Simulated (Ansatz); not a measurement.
Geometry optimisation, Ansatz 0.2.0, RKS BLYP-D4/6-31G*.

Input file:

```yaml
crystal:
  periodic: [false, false, false]
  atoms:
    - { symbol: C, position_ang: [-0.4058, 0.5167, -0.2457] }
    - { symbol: C, position_ang: [0.3601, -0.6115, 0.2335] }
    - { symbol: F, position_ang: [1.5828, -0.1709, 0.5205] }
    - { symbol: H, position_ang: [-1.3973, 0.2607, -0.5136] }
    - { symbol: H, position_ang: [0.0123, 0.9986, -1.1609] }
    - { symbol: H, position_ang: [-0.5028, 1.3573, 0.5073] }
    - { symbol: H, position_ang: [0.4749, -1.3812, -0.5285] }
    - { symbol: H, position_ang: [-0.0321, -1.0268, 1.1316] }
basis:
  gaussian: { orbitals: "6-31G*" }
hamiltonian:
  xc: blyp
  dispersion: d4
relax:
  f_tol: 0.02
  max_steps: 40
scf:
  lower_state_search: "off"
output:
  orbitals: {}
```

Command:

```bash
$ ansatz run input.yaml --threads 1 --pin off --max-ram 2048MiB --backend cpu --events-out ev --progress --plain --runs-dir out
```

Where does it end, and by what steps?

It converged. After 4 steps the energy has fallen by 0.386 eV; F3 moved furthest, 0.11 Å.

| step | energy less start (eV) | largest force component (eV/Å) | accepted |
| --- | --- | --- | --- |
| 0 | 0.0000 | 3.636 | yes |
| 1 | -0.3353 | 1.516 | yes |
| 2 | -0.3837 | 0.236 | yes |
| 3 | -0.3855 | 0.077 | yes |
| 4 | -0.3856 | 0.004 | yes |

```xyz
8
Properties=species:S:1:pos:R:3
C -0.439 0.572 -0.268
C 0.386 -0.609 0.235
F 1.689 -0.177 0.553
H -1.463 0.246 -0.520
H 0.019 1.008 -1.170
H -0.504 1.356 0.504
H 0.464 -1.401 -0.534
H -0.060 -1.052 1.145
```

Whether the end is a true minimum wasn't checked by a vibrational analysis.

The run took 4.7 s on 1 thread of Arm Neoverse V1 (shared host), peak memory 0.095 GiB.
